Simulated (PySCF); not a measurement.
BF was optimised in PySCF in the def2-SVP basis family (density fitting, no spin–orbit coupling) with several functionals.

One of them gave a singlet of C∞v symmetry with a mean bond of 1.275 Å to B, wavenumbers 1374 cm⁻¹ and a HOMO–LUMO gap of 4.57 eV.

Task: Which level of theory was it?
A. PBE
B. PBE0
C. B3LYP

Result: A. That is PBE, with B–F 1.275 Å. The others give PBE0 1.263 Å and 1429 cm⁻¹ for the highest mode; B3LYP 1.264 Å and 1424 cm⁻¹ for the highest mode.

Only the bonding shown was studied: isomers, or loss of a ligand pair, can lie lower.
